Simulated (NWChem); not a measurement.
System: methanol (CH₄O); SMILES CO

Results from NWChem. Geometry: optimised at PBE0-D3(BJ)/def2-TZVP. Level: M06-2X/def2-SVP with SMD (1 M gas to 1 M solution), gas-phase geometry.

```tsv
solvent	dielectric constant	solvation free energy (kcal/mol)	cavity-dispersion-structure term (kcal/mol)	dipole in solution (D)
water	78.4	-4.3	2.5	2.15
benzene	2.27	-2.1	-0.5	1.84
ethanol	24.9	-4.9	1.2	2.11
toluene	2.37	-2.0	-0.4	1.84
cyclohexane	2.02	-1.6	-0.1	1.82
N,N-dimethylformamide	37.2	-3.0	-0.1	1.94
```
